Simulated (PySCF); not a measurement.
phosphine (H3P), SMILES P. The structure is a stationary point at PBE0-D3(BJ)/def2-TZVPD.

These are PBE0-D3(BJ)/def2-TZVPD in PySCF values and carry that method's errors.

Harmonic wavenumbers (cm⁻¹): 1000, 1131, 1131, 2410, 2422, 2422. Rotational constants (GHz): 133.2, 133.2, 118.0; symmetry number 3.

Problem. Work out the zero-point energy and the ideal-gas rigid-rotor harmonic-oscillator thermochemistry at 298.15 K and 1 atm.

Solution. ZPE = ½ Σ hcν = ½ × 10514 cm⁻¹ = 15.03 kcal/mol. H − E(el) = 17.45 kcal/mol. Entropy in cal/(mol K): translation 36.50, rotation 13.51, vibration 0.20, total 50.21. G − E(el) = 2.48 kcal/mol. Cp = 8.84 cal/(mol K).
